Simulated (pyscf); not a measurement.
This saddle point was located with ωB97X-D3(BJ)/def2-SVP in PySCF.

```xyz
8

Sc     0.2048     0.1617    -0.3471
O      0.2153     1.1174     1.3448
O      1.7757    -0.7206    -0.7843
O     -1.3309     0.1940    -1.3897
H     -1.0284     1.7069     1.4774
H      2.5113    -1.2187    -1.1421
H     -1.9993     0.0828    -2.0668
H     -1.8067     1.8927     1.2396
```
Charge 0, spin multiplicity 2.

Surface: doublet, charge 0. Lowest wavenumbers (cm⁻¹): 878i, 97, 133, 152, 161.

**Question.** Which two sides does it connect, and which bonds change?

**Answer.** HO–Sc(OH)–OH (SMILES [OH][Sc]([OH])[OH]) + H• (SMILES [H]) <-> [O–Sc(OH)–OH]• (SMILES [O][Sc]([OH])[OH]) + H₂ (SMILES [H][H]), a hydrogen abstraction read from left to right: H–O broken and H–H formed. At ωB97M-D3(BJ)/def2-TZVP it lies +83.5 kJ/mol from the left side and +13.2 kJ/mol from the right (each side as separated species at their lowest minima found). This is the saddle that the search found; another between the same sides may lie lower. The angle at the transferred H is 155°. Open-shell species with a d-block atom are single-reference here; other states, and whether the spin sits on metal or ligand, were not checked.
